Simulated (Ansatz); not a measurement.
# MgSiH2 (singlet): wave-function methods side by side at scale of all distances = 1.509, 6-31G

Aim: climb from Hartree-Fock through coupled cluster and multireference methods for MgSiH2 (singlet) at one geometry and basis, and see what each rung misses.

Program: Ansatz 0.2.0, Gaussian basis. Level of theory: 6-31G, core rule «outside noble gas», up to 10 orbitals frozen. These are calculated values, not measurements.

To be run: UHF; CCSD(T) on RHF; CCSD(T) on UHF; BCCD(T) on RHF; CISD; CCSDT(Q) on RHF; CCSDT(Q) on UHF; CCSDTQ on RHF; CASSCF and MRCISD+Q, 2 electrons in 2 orbitals; CASSCF and NEVPT2, 2 electrons in 2 orbitals; CASSCF and MRCISD+Q, 8 electrons in 10 orbitals; CASSCF and NEVPT2, 8 electrons in 10 orbitals; Full CI.

20 further runs of the same task are left out: 8 for a known fault of the program, 9 that didn't finish, 3 set aside as unsound or not needed.

### Step 1. The system

The geometry derives from a PBE0/def2-TZVP stationary point (not a proven minimum). All distances are scaled together.

4 atoms, charge 0, spin multiplicity 1.

Atoms are counted from 1 here; the program's logs count them from 0.

No contacts short enough for the rule that draws bonds.

### Step 2. UHF

in.yaml

```yaml
crystal:
  periodic: [false, false, false]
  atoms:
    - {symbol: Si, position_ang: [0.000000, -0.114387, 1.921980]}
    - {symbol: Mg, position_ang: [0.000000, 0.039195, -2.105468]}
    - {symbol: H, position_ang: [0.000000, 2.201359, 1.914585]}
    - {symbol: H, position_ang: [0.000000, 0.040827, -4.698858]}
basis:
  gaussian: {orbitals: 6-31G}
magnetization: {spin_polarized: true, initial_magnetization: 0}
hamiltonian: {xc: hf}
output: {orbitals: {seedname: orbitals}}
```

Launch:

```console
$ ansatz run in.yaml --threads 1 --pin off --events-out ev --progress --plain --max-ram 2393MiB
```

After this run come: CCSD(T) on RHF; CCSD(T) on UHF; BCCD(T) on RHF; CISD; CCSDT(Q) on RHF; CCSDT(Q) on UHF; CCSDTQ on RHF; CASSCF and MRCISD+Q, 2 electrons in 2 orbitals; CASSCF and NEVPT2, 2 electrons in 2 orbitals; CASSCF and MRCISD+Q, 8 electrons in 10 orbitals; CASSCF and NEVPT2, 8 electrons in 10 orbitals; Full CI.

**Question.** What will the summary of the whole plan be? Wanted: FCI below the RHF energy; RMP2 from FCI; UMP2 from FCI; RCCSD from FCI; RCCSD(T) from FCI; UCCSD(T) from FCI; RCCSDT(Q) from FCI; UCCSDT(Q) from FCI; NEVPT2 pair from FCI.

The runs gave:

| quantity | value |
| --- | --- |
| FCI below the RHF energy | -4.1549 eV |
| RMP2 from FCI | +41.17 kcal/mol |
| UMP2 from FCI | +34.23 kcal/mol |
| RCCSD from FCI | +4.98 kcal/mol |
| RCCSD(T) from FCI | +0.95 kcal/mol |
| UCCSD(T) from FCI | +3.67 kcal/mol |
| RCCSDT(Q) from FCI | -0.11 kcal/mol |
| UCCSDT(Q) from FCI | +1.09 kcal/mol |
| NEVPT2 pair from FCI | +31.81 kcal/mol |
| MRCISD+Q pair from FCI | -4.09 kcal/mol |
| NEVPT2 valence from FCI | +3.41 kcal/mol |
| levels within 1 kcal/mol (43 meV) | RCCSD(T), BCCD(T), RCCSDT, RCCSDT(Q), RCCSDTQ, MRCISD valence, MRCISD+Q valence |
| T1 diagnostic | 0.054 |
| effectively unpaired electrons | 1.33 |

In words: RCCSD(T) misses by +0.95 kcal/mol, 1.0 % of the correlation energy. CCSD(T) misses by +0.95 kcal/mol on the restricted determinant and by +3.67 kcal/mol on the unrestricted one; the two need not hold the same state or core. RCCSDT, RCCSDT(Q), MRCISD+Q pair fall below full CI, which methods that aren't variational can do. The occupations show strong static correlation (1.3 unpaired electrons where one determinant has 0). Coupled cluster on one determinant still stays close here. Of the multireference levels listed MRCISD+Q valence comes nearest in total energy (+0.11 kcal/mol), which doesn't show that its space is the better one. These misses are within one basis, not against nature.
